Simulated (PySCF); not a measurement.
# CF2O: core ionisation energies

Species: carbonyl fluoride, CF₂O.
Cartesian coordinates in Å at the PBE0-D3(BJ)/def2-SVP level; atoms count from 1:
```
atom  x, y, z in Å
O1    -0.3473    1.0568    0.7936
C2    -0.0629    0.0280    0.3117
F3     0.9437   -0.7310    0.6569
F4    -0.6988   -0.5626   -0.6650
```

Method: delta-SCF UKS SCAN, pcX-2 on the ionised atom, pcseg-1 elsewhere, spin-free X2C in PySCF 2.14.0. Vertical ΔSCF values, vacuum level as zero.

Problem. List the computed XPS lines with their assignment.

Solution. 
```tsv
atom(s)	environment	level	binding energy (eV)	count
C2	carbonyl carbon	C 1s	299.49	1
O1	carbonyl oxygen	O 1s	540.44	1
F3/F4	acyl fluorine	F 1s	695.57	2
```

Problem. Which effective nuclear charge Zeff reproduces each element's mean 1s value in the hydrogen-like formula E = 13.606 eV × Zeff²?

Solution. C (Z = 6): mean 299.5 eV, Zeff = 4.69, Z − Zeff = 1.31; O (Z = 8): mean 540.4 eV, Zeff = 6.30, Z − Zeff = 1.70; F (Z = 9): mean 695.6 eV, Zeff = 7.15, Z − Zeff = 1.85. Means run over the listed sites, weighted by atom count.

Problem. Give the binding energy of C 1s of C2 in hartree and in kJ/mol.

Solution. 299.49 eV = 11.0061 Eh = 28896 kJ/mol.

Atoms equivalent by their bonding share one computed value, that of the first of them. Isolated species at its PBE0-D3(BJ)/def2-SVP geometry, gas phase.

Hardware: one thread, Intel Xeon Platinum 8488C (x86_64), no GPU, shared host with 96 logical CPUs at a one-minute load of 14. Cost: 3.7 s wall, 0.31 GiB resident at most.
